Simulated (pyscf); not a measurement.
`[OH][GeH]` [singlet] + `[CH4]` -> `[GeH2]` [singlet] + `[CH3][OH]`, a four-centre exchange (singlet surface; Ge–O, C–H broken, Ge–H, C–O formed). Optimised with ωB97X-D3(BJ)/def2-SVP in PySCF. MP2 and CC: frozen core, UHF for open shells. ΔMP2 is the change of the MP2 total energy from the triple- to the quadruple-zeta basis. Energies in kcal/mol from the separated reactants.

Small-basis levels: PySCF, no dispersion term, spherical d functions. Cost: rough CPU time at the saddle relative to B3LYP/6-31G*+LANL2DZ, from one job on a shared machine.

| level | barrier | reaction energy | cost |
|---|---|---|---|
| HF/STO-3G | 133.0 | +37.7 | 0.07 |
| HF/3-21G | 108.6 | +56.2 | 0.10 |
| MP2/6-31G*+LANL2DZ | 102.2 | +52.6 | 0.1 |
| SVWN5/6-31G*+LANL2DZ | 70.4 | +45.1 | 1 |
| B3LYP/3-21G | 87.5 | +61.1 | 1 |
| B3LYP/LANL2DZ | 88.9 | +51.8 | 0.9 |
| B3LYP/def2-SVP | 87.5 | +43.8 | 2 |
| CCSD(T)/def2-TZVPP + ΔMP2(QZVPP) | 90.2 | +46.6 | – |

Against the last row the barrier runs from -19.8 (SVWN5/6-31G*+LANL2DZ) to +42.8 kcal/mol (HF/STO-3G). CCSD(T)/def2-TZVPP + ΔMP2(QZVPP) has limits of its own. On the product side the descent ends in an adduct with a Ge–O contact, 19.6 kcal/mol under the separated species and 64.3 kcal/mol under the saddle at ωB97X-D3(BJ)/def2-TZVP. What is counted as broken (Ge–O) persists as a longer contact in the product adduct; parting that adduct is a step of its own. One saddle was located; it need not be the lowest between these sides. The CCSD(T) − MP2 part came from Ansatz, without density fitting, on the same reference. The frozen core leaves the outer d or s,p core shells of the metals and heavy elements correlated in the MP2 and CC values, and def2-TZVPP describes them poorly, which can shift differences by a few kcal/mol. In the def2 sets elements up to Kr have no core potential.
